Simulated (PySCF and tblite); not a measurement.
CF3CH2NH2, C₂H₄F₃N, numbered as in [NH2:1][CH2:2][C:3]([F:4])([F:5])[F:6]. Conformers came from 90 starts (ETKDG and KDG, MMFF94s, GFN2-xTB); geometries are PBE0-D3(BJ)/def2-SVP. Weights use PBE0-D3(BJ)/def2-TZVP energies plus GFN2-xTB zero-point and thermal terms (modes under about 100 cm⁻¹ blended into free rotors). Symmetry numbers and mirror images are counted. Conformers within 3 kcal/mol (GFN2-xTB free energy) were kept, 8 at most. GIAO shieldings: B3LYP/pcSseg-2. Shifts are against TMS (¹H), TMS (¹³C), CFCl3 (¹⁹F), NH3 (¹⁵N) at the same level. Codes: tblite and PySCF.

Torsions listed: H1–N1–C2–C3. Of a mirror pair one member is shown.

```
conformer  shape  point group  mirror pair  ΔE(DFT)  Δ(G−E) at 230 K  δ H2 (ppm)
        1    59°           Cs           no     0.00             0.00        2.95
        2   169°           C1          yes     2.15            -0.13        3.21
```

Energies in kcal/mol; the thermal term leaves out symmetry numbers and mirror images.

**Question.** Work out the weights at 230 K and the ¹H shift of H2 under fast exchange.

**Answer.** RT = 0.457 kcal/mol. Each conformer gets RT ln(σ/g), with σ the rotational symmetry number and g = 2 for a mirror pair: 1: σ = 1, g = 1, G = 0.00 + 0.00 + 0.00 = 0.00, 0.00 above the lowest, exp(−ΔG/RT) = 1.000; 2: σ = 1, g = 2, G = 2.15 − 0.13 − 0.32 = 1.71, 1.71 above the lowest, exp(−ΔG/RT) = 0.024. The sum is 1.024, so the weights are 97.7, 2.3 %. The averaged shift is 2.96 ppm. At 298.15 K it is 2.97 ppm. At 298.15 K the leading conformer alone gives 2.95 ppm and bare DFT energies give 2.96 ppm.


¹⁵N shifts are against a computed isolated NH3 molecule, about 20 ppm from the liquid.